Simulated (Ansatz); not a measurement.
# CH7BO: the cost of one run

Program: Ansatz 0.2.0. Level of theory: RKS PBE0-D4/6-31G*. These are calculated values, not measurements.

### Step 1. Starting point

Bond lengths: B1–C3 1.600 Å, C3–H4 1.110 Å, C3–H5 1.110 Å, C3–H6 1.110 Å, B1–H7 1.190 Å, B1–O8 1.710 Å, O8–H9 1.010 Å. Angles: B1–C3–H4 109.5°, B1–C3–H5 109.5°, B1–C3–H6 109.5°, H4–C3–H5 109.4°, H4–C3–H6 109.4°, H5–C3–H6 109.4°, C3–B1–H7 120.0°, C3–B1–O8 96.8°, H7–B1–O8 101.3°, B1–O8–H9 109.5°.

Structure file:

```xyz
10

B     0.0000    0.0000    0.0000
H     0.0000    0.0000    1.5400
C     1.3856    0.0000   -0.8000
H     1.7152   -1.0462   -0.9702
H     1.2491    0.5080   -1.7774
H     2.1552    0.5381   -0.2082
H    -1.0305    0.0000   -0.5950
O     0.0766    1.6210    0.5392
H     0.4753    1.6492    1.4668
H     0.0407    0.8604    1.5370
```

### Step 2. Pulling towards end A

Springs on the bonds that form and break draw the guess towards this end; the thresholds are loose.

input.yaml reads:

```yaml
crystal:
  periodic: [false, false, false]
  atoms:
    - { symbol: B, position_ang: [0.0, 0.0, 0.0] }
    - { symbol: H, position_ang: [0.0, 0.0, 1.54] }
    - { symbol: C, position_ang: [1.3856, 0.0, -0.8] }
    - { symbol: H, position_ang: [1.7152, -1.0462, -0.9702] }
    - { symbol: H, position_ang: [1.2491, 0.508, -1.7774] }
    - { symbol: H, position_ang: [2.1552, 0.5381, -0.2082] }
    - { symbol: H, position_ang: [-1.0305, 0.0, -0.595] }
    - { symbol: O, position_ang: [0.0766, 1.621, 0.5392] }
    - { symbol: H, position_ang: [0.4753, 1.6492, 1.4668] }
    - { symbol: H, position_ang: [0.0407, 0.8604, 1.537] }
basis:
  gaussian: { orbitals: "6-31G*" }
hamiltonian:
  xc: pbe0
  dispersion: d4
relax:
  f_tol: 0.15
  max_steps: 25
  restrain:
    - { distance: [0, 7], at: 2.61, k: 30.0 }
    - { distance: [9, 1], at: 1.86, k: 30.0 }
    - { distance: [0, 1], at: 1.19, k: 30.0 }
    - { distance: [9, 7], at: 1.01, k: 30.0 }
```

Command:

```console
$ ansatz run input.yaml --threads 1 --pin off --max-ram 2048MiB --backend cpu --events-out ev --progress --plain --runs-dir out
```

What time and memory should one allow on 1 thread of Arm Neoverse V2, shared host?

About 23 s, with a peak of 0.13 GiB.
